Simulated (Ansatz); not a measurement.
This Ansatz (a quantum-chemistry and plane-wave program) input (CCSD(T)/def2-SVP) gives -460.10218 Eh with 23 basis functions.

Ansatz 0.2 input:
```yaml
crystal:
  periodic: [false, false, false]
  atoms:
    - {symbol: Cl, position_ang: [-0.00000000, -0.00000000, -0.07122178]}
    - {symbol: H, position_ang: [0.00000000, 0.00000000, 1.21077034]}
basis:
  gaussian:
    orbitals: def2-SVP
magnetization: {spin_polarized: false}
correlation: {method: ccsd_t, electrons: outside_noble_gas}
```

Change:
```diff
- orbitals: def2-SVP
+ orbitals: def2-SVPD
```

**Question.** What does the run give now?

**Answer.** -460.12655 Eh (CCSD(T)/def2-SVPD, 35 functions), a change of -24.37 mEh.
